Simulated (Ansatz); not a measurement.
H$_{4}$NSi, SMILES `N[SiH2]` radical, charge 0, multiplicity 2.

(1) Give a relaxed structure at PBE0-D4/def2-TZVP (Ansatz). (An estimate is asked.)

## Answers

(1) The calculation gave: 
Cartesian coordinates in Å:
```
N -0.447 -0.718 -0.133
Si 0.691 0.540 0.178
H -0.404 -1.231 -1.000
H -0.761 -1.309 0.620
H 0.724 1.417 -1.029
H 0.197 1.301 1.364
```
Point group Cs.
